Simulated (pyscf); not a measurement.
CH₄ + •H₂C–Zn–OH → H₃C–CH₂–Zn–OH + H• (substitution at C; doublet surface; C–H broken, C–C formed). Structures and frequencies: ωB97X-D3(BJ)/def2-SVP in PySCF. Energies in kJ/mol from the separated reactants.

```csv
level,barrier,reaction energy
ωB97X-D3(BJ)/def2-TZVP,(withheld),(withheld)
PBE/def2-TZVP,193.8,+83.7
r²SCAN/def2-TZVP,213.3,+106.0
B3LYP-D3(BJ)/def2-TZVP,221.0,+102.2
PBE0-D3(BJ)/def2-TZVP,(withheld),+83.9
ωB97M-D3(BJ)/def2-TZVP,233.7,+91.5
```

Task: What belongs in the gaps?

Result: 
- ωB97X-D3(BJ)/def2-TZVP, barrier: 236.4
- ωB97X-D3(BJ)/def2-TZVP, reaction energy: +88.0
- PBE0-D3(BJ)/def2-TZVP, barrier: 212.4

The functionals in the table span 42.6 kJ/mol in this barrier, from PBE to ωB97X-D3(BJ)/def2-TZVP. One saddle was located; it need not be the lowest between these sides. The angle at the attacked C is 178°. Elements up to Kr have no core potential and no relativistic terms here.
